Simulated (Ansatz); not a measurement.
C2H4O2S can be A, `O=CC(O)S`, or B, `O=C(O)CS`.

Calculated with Ansatz (gas phase, PBE0-D4/def2-TZVP geometries, no zero-point term in ΔE). CCSD(T)/CBS is the MP2 limit (def2-TZVPP, def2-QZVPP) plus CCSD(T) − MP2 in def2-TZVPP, frozen cores. DFT in def2-TZVPP. B3LYP here is the variant with VWN-RPA as its local correlation; programs differ in this. Each species was taken in one conformer, which may not be the lowest.

Problem. Which isomer does CCSD(T)/CBS put lower? Give the gap. (Best estimate.)

Solution. The calculation gave: B, by 21.7 kcal/mol.

Problem. Give E(B) − E(A) in kcal/mol with r2SCAN-D4, HF/def2-TZVPP, LDA (SPW92), ωB97M-V, CCSD/def2-TZVPP, B3LYP, PBE0-D4. (An estimate is asked.)

Solution. Ansatz gave: r2SCAN-D4 -22.3, HF/def2-TZVPP -25.0, LDA (SPW92) -20.9, ωB97M-V -22.6, CCSD/def2-TZVPP -22.4, B3LYP -22.0, PBE0-D4 -22.3. None reverses the order clearly.

Problem. Does the order hold for the free energy at 298.15 K (harmonic terms from PBE0-D4)? (An estimate is asked.)

Solution. Ansatz gave: Yes: G(B) − G(A) = -21.4 kcal/mol, for one conformer each.

Largest T1 diagnostic: 0.015.

In def2-TZVPP, CCSD(T) changes the Hartree–Fock value by +3.2 kcal/mol (the triples alone add +0.5 kcal/mol) and MP2 by +2.4 kcal/mol. From PBE to PBE0 (25 % exact exchange), in def2-TZVPP and without D4, E(B) − E(A) moves by −1.4 kcal/mol.
